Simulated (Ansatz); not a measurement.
Species: HF, charge 1, doublet. HF+ (parent SMILES F, doublet).
B3LYP-D3(BJ)/def2-TZVP minimum from Ansatz (a quantum-chemistry and plane-wave program):
```xyz
2

F      0.0000     0.0000    -0.1016
H      0.0000     0.0000     0.9148
```
Charge +1, spin multiplicity 2.

Total energies in aug-cc-pVQZ, 7 correlated electrons, 1 frozen orbitals. Open shells are spin-unrestricted; no spin-orbit coupling. Cores are frozen in correlated methods. No relativity.

```
method    program  energy (Eh)  minus CCSDT(Q) (mEh)
--------  -------  -----------  --------------------
HF         Ansatz    -99.54468                242.21
MP2        Ansatz    -99.77032                 16.57
CCSD       Ansatz    -99.78161                  5.28
CCSD(T)    Ansatz    -99.78656                  0.33
CCSDT(Q)   Ansatz    -99.78689                  0.00
```

Rough core times of Ansatz's runs on a shared machine: CCSD(T) under 20 s, CCSDT(Q) 8 min.
